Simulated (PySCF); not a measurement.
## Adding and removing an electron: SiS

RHF-CCSD(T); PySCF, no relativity, basis sets Si def2-TZVPPD, S def2-TZVPPD. Neutral (RHF): singlet (closed shell), Re = 1.945 Å, ωe = 742 cm⁻¹, De = 6.05 eV.

SiS⁻ (UHF): doublet (π ↑), Re = 2.045 Å, ωe = 607 cm⁻¹. The energies at the minima are -686.79822 hartree for SiS and -686.81225 for SiS⁻.

Q: Work out the adiabatic electron affinity, without and with harmonic zero-point energies (1 hartree = 27.2114 eV, 1 eV = 8065.5 cm⁻¹), and the change of the bond length.

A: At CCSD(T): 0.01403 hartree = 0.382 eV between the minima; the zero-point term (742.0 − 607.0)/2 cm⁻¹ = +0.008 eV makes it 0.390 eV. Re changes by +10.0 pm against the neutral. The electron enters a π orbital, and the longer bond of the ion fits an antibonding orbital, or a change in how ionic the bond is.

Correlated steps freeze 10 core orbitals. Where the molecule has an RHF reference, its open-shell atoms are computed with UHF. The CCSD T1 diagnostic is raised in SiS, a sign that a single reference may not be enough there. States were picked by a PBE0 search and need not be the measured ground states.

Neutral and ion stand on different kinds of reference determinant, which adds to the error of the difference.
